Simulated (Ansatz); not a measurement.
A calculation with Ansatz (development build ahead of 0.2.0).

```yaml
crystal:
  periodic: [false, false, false]
  atoms:
    - { symbol: S, position_ang: [-0.07392, 0.13728, -0.10869] }
    - { symbol: H, position_ang: [-0.00455, 0.02895, 1.36943] }
basis:
  gaussian: { orbitals: STO-3G }
magnetization:
  spin_polarized: true
  initial_magnetization: 1
hamiltonian:
  xc: hf
correlation:
  method: mp2
  frozen_orbitals: { H: 0, S: 5 }
```

The input is written out in the form of the current development build from the run's settings.

Results

```json
{
 "Converged": "yes",
 "Reference energy": "-393.69832 hartree",
 "Correlation energy": "-0.01751 hartree",
 "Total energy": "-393.71583 hartree",
 "Spin squared of the determinant": "0.757"
}
```
